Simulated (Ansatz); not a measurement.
We consider hexagonal BN, described by r²SCAN-D4 in Ansatz (plane waves, PAW).

Rigid layers of the crystal as relaxed at this level are moved apart or together:

```csv
run,k mesh,layer repeat (Å),energy against free layers (meV/Å²),gap on the mesh (eV)
1,18×18×6,3.03,-17.01,4.682
2,18×18×6,3.18,-19.72,4.743
3,18×18×6,3.33,-20.22,4.811
4,18×18×6,3.53,-19.00,4.929
5,18×18×6,3.83,-15.57,4.861
6,18×18×4,4.33,-9.94,4.567
7,18×18×4,5.33,-3.81,4.534
8,18×18×4,7.33,-0.71,4.876
```

The lowest energy of these points lies at a layer repeat of 3.33 Å.

Ansatz is an electronic-structure program.
